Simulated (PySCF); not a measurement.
Bond length, frequency and bond energy of ClF by level of theory

State: ¹Σ⁺ (singlet), closed shell. Set-up: Cl x2c-SVPall, F x2c-SVPall; spin-free X2C with a Gaussian nucleus (PySCF 2.14). De refers to Cl + F in their high-spin ground configurations, without counterpoise correction. A positive dipole means Cl(−)F(+).

| Level | Re (Å) | ωe (cm⁻¹) | De (eV) | μ (D) | CPU s a point (SCF and correlation, without the integrals) |
| --- | --- | --- | --- | --- | --- |
| RHF | 1.615 | 882 | 0.078 | -1.47 | 0.023 |
| RHF-MP2 | 1.662 | 769 | 2.20 | n/a | 0.034 |
| RHF-SCS-MP2 | 1.670 | 747 | 2.09 | n/a | n/a |
| RHF-CCSD | 1.666 | 751 | 1.89 | n/a | n/a |
| RHF-CCSD(T) | 1.677 | 718 | 2.02 | n/a | 0.29 |
| PBE | 1.674 | 738 | 2.96 | -1.09 | 0.33 |
| PW91 | 1.673 | 739 | 2.99 | -1.10 | 0.27 |
| BLYP | 1.694 | 707 | 2.81 | -1.16 | 0.26 |
| r²SCAN | 1.662 | 761 | 2.46 | -1.10 | 0.48 |
| TPSSh | 1.663 | 764 | 2.49 | -1.12 | 0.52 |
| PBE0 | 1.644 | 800 | 2.40 | -1.16 | 0.52 |

(1) Which functional lies closest to RHF-CCSD(T) in De, which farthest, and by how much do they differ from it?

(2) What does a quarter of exact exchange do here, going from PBE to PBE0?

(3) What does the step from GGA to meta-GGA do here, going from PBE to r²SCAN?

Correlated steps freeze 6 core orbitals. Correlated levels converge slowly with the basis: in double zeta they bind strong bonds too weakly, by up to about 1 eV, and carry superposition errors of some tenths. Where the molecule has an RHF reference, its open-shell atoms are computed with UHF.

The whole job (state search and all levels along the bond) took about 0.68 min on 1 thread of Arm Neoverse V1 (shared host), peak memory 0.37 GiB.

## Answers

(1) Closest is PBE0 (-3.3 pm in Re, +11.4 % in ωe, +0.38 eV in De against RHF-CCSD(T) in the same basis), farthest PW91 (-0.4 pm in Re, +2.9 % in ωe, +0.97 eV in De). CCSD(T) converges more slowly with the basis than the functionals do and binds too weakly in this one, so the order can change at the basis-set limit.

(2) PBE0 less PBE: -3.0 pm in Re, +8.4 % in ωe, -0.56 eV in De. Exact exchange removes part of the self-interaction that spreads semilocal densities, and in most molecules shortens and stiffens the bond and lowers De; so it does here.

(3) r²SCAN less PBE: -1.2 pm in Re, +3.1 % in ωe, -0.50 eV in De.
